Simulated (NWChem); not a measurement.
System: fluorine (F$_{2}$); SMILES FF

The following NWChem deck was run.

```
start job
memory heap 200 mb stack 900 mb global 1100 mb
geometry units angstroms noautoz
  F      0.000000     0.000000     0.688226
  F      0.000000     0.000000    -0.688226
end
basis spherical
  * library pcseg-1
end
dft
  xc pbe0
  iterations 150
  mulliken
end
task dft gradient
```

Output (shortened):

```
             Northwest Computational Chemistry Package (NWChem) 7.3.0
             --------------------------------------------------------

 ORDER OF PRIMARY AXIS IS BEING SET TO 4
 D4H symmetry detected

                             Geometry "geometry" -> ""
                             -------------------------

 Output coordinates in angstroms (scale by  1.889725989 to convert to a.u.)

  No.       Tag          Charge          X              Y              Z
 ---- ---------------- ---------- -------------- -------------- --------------
    1 F                    9.0000     0.00000000     0.00000000     0.68822600
    2 F                    9.0000     0.00000000     0.00000000    -0.68822600

 Effective nuclear repulsion energy (a.u.)      31.1404663359

      Symmetry information
      --------------------

 Group name             D4h
 Group number             28
 Group order              16
 No. of unique centers     1

                                 NWChem DFT Module
                                 -----------------

 Summary of "ao basis" -> "ao basis" (spherical)
 ------------------------------------------------------------------------------
       Tag                 Description            Shells   Functions and Types
 ---------------- ------------------------------  ------  ---------------------
 F                          pcseg-1                  6       14   3s2p1d

      Symmetry analysis of basis
      --------------------------

        a1g         6
        a1u         0
        a2g         0
        a2u         6
        b1g         1
        b1u         1
        b2g         1
        b2u         1
        eg          6
        eu          6

            General Information
            -------------------
          SCF calculation type: DFT
          Wavefunction type:  closed shell.
          No. of atoms     :     2
          No. of electrons :    18
           Alpha electrons :     9
            Beta electrons :     9
          Charge           :     0
          Spin multiplicity:     1
          Use of symmetry is: on ; symmetry adaption is: on
          Maximum number of iterations: 150
          AO basis - number of functions:    28
                     number of shells:    12
          Convergence on energy requested:  1.00D-06
          Convergence on density requested:  1.00D-05
          Convergence on gradient requested:  5.00D-04

              XC Information
              --------------
                         PBE0 Method XC Functional
                     Hartree-Fock (Exact) Exchange  0.250
          PerdewBurkeErnzerhof Exchange Functional  0.750
            Perdew 1991 LDA Correlation Functional  1.000 local
           PerdewBurkeErnz. Correlation Functional  1.000 non-local

             Grid Information
             ----------------
          Grid used for XC integration:  medium
          Radial quadrature: Mura-Knowles
          Angular quadrature: Lebedev.
          Tag              B.-S. Rad. Rad. Pts. Rad. Cut. Ang. Pts.
          ---              ---------- --------- --------- ---------
          F                   0.50       49           5.0       434
          Grid pruning is: on
          Number of quadrature shells:    49
          Spatial weights used:  Erf1

      Superposition of Atomic Density Guess
      -------------------------------------

 Sum of atomic energies:        -198.69685586

      Non-variational initial energy
      ------------------------------

 Total energy =    -198.530844
 1-e energy   =    -340.482715
 2-e energy   =     110.811405
 HOMO         =      -0.486773
 LUMO         =      -0.160394

      Symmetry analysis of molecular orbitals - initial
      -------------------------------------------------

 !! scf_movecs_sym_adapt:    4 vectors were symmetry contaminated

  Symmetry fudging

 !! scf_movecs_sym_adapt:    2 vectors were symmetry contaminated

  Numbering of irreducible representations:

     1 a1g         2 a1u         3 a2g         4 a2u         5 b1g
     6 b1u         7 b2g         8 b2u         9 eg         10 eu

  Orbital symmetries:

     1 a1g         2 a2u         3 a1g         4 a2u         5 a1g
     6 eu          7 eu          8 eg          9 eg         10 a2u
    11 a2u        12 eu         13 eu         14 eg         15 eg
    16 a1g        17 a1g        18 a2u        19 eu

     ---------------------------------------------
      Total Density - Mulliken Population Analysis
     ---------------------------------------------

    Atom       Charge   Shell Charges
 -----------   ------   -------------------------------------------------------
    1 F    9     9.00   2.00  0.97  0.97  3.21  1.83  0.01
    2 F    9     9.00   2.00  0.97  0.97  3.21  1.83  0.01

   convergence    iter        energy       DeltaE   RMS-Dens  Diis-err
 ---------------- ----- ----------------- --------- --------- ---------
 d= 0,ls=0.0,diis     1   -199.2455321737 -2.30D+02  1.33D-02  3.59D-01
 d= 0,ls=0.0,diis     2   -199.2596984432 -1.42D-02  6.07D-03  1.71D-01
 d= 0,ls=0.0,diis     3   -199.2728711899 -1.32D-02  8.17D-04  2.07D-03
 d= 0,ls=0.0,diis     4   -199.2730204610 -1.49D-04  1.68D-04  1.25D-04
 d= 0,ls=0.0,diis     5   -199.2730300626 -9.60D-06  2.79D-06  1.33D-07
 d= 0,ls=0.0,diis     6   -199.2730300708 -8.19D-09  7.72D-08  4.19D-11

         Total DFT energy =     -199.273030070752
      One electron energy =     -339.894922139695
           Coulomb energy =      130.052398078000
    Exchange-Corr. energy =      -20.570972344953
 Nuclear repulsion energy =       31.140466335895

 Numeric. integr. density =       17.999999371033

                  Occupations of the irreducible representations
                  ----------------------------------------------

                     irrep           alpha         beta
                     --------     --------     --------
                     a1g               3.0          3.0
                     a1u               0.0          0.0
                     a2g               0.0          0.0
                     a2u               2.0          2.0
                     b1g               0.0          0.0
                     b1u               0.0          0.0
                     b2g               0.0          0.0
                     b2u               0.0          0.0
                     eg                2.0          2.0
                     eu                2.0          2.0

                       DFT Final Molecular Orbital Analysis
                       ------------------------------------

 Vector    7  Occ=2.000000D+00  E=-5.707709D-01  Symmetry=eu
              MO Center= -5.4D-17, -4.4D-17,  1.5D-15, r^2= 8.8D-01
   Bfn.  Coefficient  Atom+Function         Bfn.  Coefficient  Atom+Function
  ----- ------------  ---------------      ----- ------------  ---------------
     5      0.477743  1 F  py                19      0.477743  2 F  py
     8      0.291503  1 F  py                22      0.291503  2 F  py
     4      0.025423  1 F  px                18      0.025423  2 F  px

 Vector    8  Occ=2.000000D+00  E=-4.265417D-01  Symmetry=eg
              MO Center=  6.0D-31,  2.4D-30,  2.3D-15, r^2= 9.3D-01
   Bfn.  Coefficient  Atom+Function         Bfn.  Coefficient  Atom+Function
  ----- ------------  ---------------      ----- ------------  ---------------
     5      0.515910  1 F  py                19     -0.515910  2 F  py
     8      0.338614  1 F  py                22     -0.338614  2 F  py
     4      0.126414  1 F  px                18     -0.126414  2 F  px
     7      0.082971  1 F  px                21     -0.082971  2 F  px

 Vector    9  Occ=2.000000D+00  E=-4.265417D-01  Symmetry=eg
              MO Center=  1.9D-29, -5.7D-30, -3.7D-15, r^2= 9.3D-01
   Bfn.  Coefficient  Atom+Function         Bfn.  Coefficient  Atom+Function
  ----- ------------  ---------------      ----- ------------  ---------------
     4      0.515910  1 F  px                18     -0.515910  2 F  px
     7      0.338614  1 F  px                21     -0.338614  2 F  px
     5     -0.126414  1 F  py                19      0.126414  2 F  py
     8     -0.082971  1 F  py                22      0.082971  2 F  py

 Vector   10  Occ=0.000000D+00  E=-1.220595D-01  Symmetry=a2u
              MO Center=  3.8D-31, -3.4D-32,  1.6D-16, r^2= 9.5D-01
   Bfn.  Coefficient  Atom+Function         Bfn.  Coefficient  Atom+Function
  ----- ------------  ---------------      ----- ------------  ---------------
     6      0.560723  1 F  pz                20      0.560723  2 F  pz
     9      0.497833  1 F  pz                23      0.497833  2 F  pz
     3     -0.277665  1 F  s                 17      0.277665  2 F  s
     2     -0.132934  1 F  s                 16      0.132934  2 F  s
     1      0.055130  1 F  s                 15     -0.055130  2 F  s

 Vector   11  Occ=0.000000D+00  E= 8.942603D-01  Symmetry=a2u
              MO Center=  4.9D-30, -5.5D-31, -3.4D-16, r^2= 2.5D+00
   Bfn.  Coefficient  Atom+Function         Bfn.  Coefficient  Atom+Function
  ----- ------------  ---------------      ----- ------------  ---------------
     9      1.241811  1 F  pz                23      1.241811  2 F  pz
     6     -0.543489  1 F  pz                20     -0.543489  2 F  pz
     3     -0.476400  1 F  s                 17      0.476400  2 F  s
     2     -0.177515  1 F  s                 16      0.177515  2 F  s
     1      0.056354  1 F  s                 12     -0.056576  1 F  d  0

 Vector   12  Occ=0.000000D+00  E= 9.313254D-01  Symmetry=eu
              MO Center= -1.4D-16,  7.9D-16, -1.6D-15, r^2= 1.4D+00
   Bfn.  Coefficient  Atom+Function         Bfn.  Coefficient  Atom+Function
  ----- ------------  ---------------      ----- ------------  ---------------
     4      0.636453  1 F  px                18      0.636453  2 F  px
     7     -0.620278  1 F  px                21     -0.620278  2 F  px

     ---------------------------------------------
      Total Density - Mulliken Population Analysis
     ---------------------------------------------

    Atom       Charge   Shell Charges
 -----------   ------   -------------------------------------------------------
    1 F    9     9.00   2.00  0.99  0.99  3.31  1.70  0.02
    2 F    9     9.00   2.00  0.99  0.99  3.31  1.70  0.02

     -------------------------------------------
      Total Density - Lowdin Population Analysis
     -------------------------------------------

    Atom       Charge   Shell Charges
 -----------   ------   -------------------------------------------------------
    1 F    9     9.00   1.99  0.98  0.91  3.20  1.88  0.03
    2 F    9     9.00   1.99  0.98  0.91  3.20  1.88  0.03

     Multipole analysis of the density
     ---------------------------------

     L   x y z        total         alpha         beta         nuclear
     -   - - -        -----         -----         ----         -------
     0   0 0 0     -0.000000     -9.000000     -9.000000     18.000000

     1   1 0 0     -0.000000     -0.000000     -0.000000      0.000000
     1   0 1 0     -0.000000     -0.000000     -0.000000      0.000000
     1   0 0 1      0.000000      0.000000      0.000000      0.000000

     2   2 0 0     -7.185210     -3.592605     -3.592605      0.000000
     2   1 1 0     -0.000000     -0.000000     -0.000000      0.000000
     2   1 0 1      0.000000      0.000000      0.000000      0.000000
     2   0 2 0     -7.185210     -3.592605     -3.592605      0.000000
     2   0 1 1      0.000000      0.000000      0.000000      0.000000
     2   0 0 2     -6.583650    -18.514898    -18.514898     30.446146

            General Information
            -------------------
          SCF calculation type: DFT
          Wavefunction type:  closed shell.
          No. of atoms     :     2
          No. of electrons :    18
           Alpha electrons :     9
            Beta electrons :     9
          Charge           :     0
          Spin multiplicity:     1
          Use of symmetry is: on ; symmetry adaption is: on
          Maximum number of iterations: 150
          AO basis - number of functions:    28
                     number of shells:    12
          Convergence on energy requested:  1.00D-06
          Convergence on density requested:  1.00D-05
          Convergence on gradient requested:  5.00D-04

              XC Information
              --------------
                         PBE0 Method XC Functional
                     Hartree-Fock (Exact) Exchange  0.250
          PerdewBurkeErnzerhof Exchange Functional  0.750
            Perdew 1991 LDA Correlation Functional  1.000 local
           PerdewBurkeErnz. Correlation Functional  1.000 non-local

             Grid Information
             ----------------
          Grid used for XC integration:  medium
          Radial quadrature: Mura-Knowles
          Angular quadrature: Lebedev.
          Tag              B.-S. Rad. Rad. Pts. Rad. Cut. Ang. Pts.
          ---              ---------- --------- --------- ---------
          F                   0.50       49           5.0       434
          Grid pruning is: on
          Number of quadrature shells:    49
          Spatial weights used:  Erf1

          Convergence Information
          -----------------------
          Convergence aids based upon iterative change in
          total energy or number of iterations.
          Levelshifting, if invoked, occurs when the
          HOMO/LUMO gap drops below (HL_TOL):  1.00D-02
          DIIS, if invoked, will attempt to extrapolate
          using up to (NFOCK): 10 stored Fock matrices.

                    Damping( 0%)  Levelshifting(0.5)       DIIS
                  --------------- ------------------- ---------------
          dE  on:    start            ASAP                start
          dE off:    2 iters        150 iters           150 iters

                            NWChem DFT Gradient Module
                            --------------------------

  charge          =   0.00
  wavefunction    = closed shell

  Using symmetry

                         DFT ENERGY GRADIENTS

    atom               coordinates                        gradient
                 x          y          z           x          y          z
   1 F       0.000000   0.000000   1.300559    0.000000   0.000000  -0.016168
   2 F       0.000000   0.000000  -1.300559    0.000000   0.000000   0.016168
```

Level: PBE0/pcseg-1. All runs use the structure optimised with PBE0/def2-SVP.
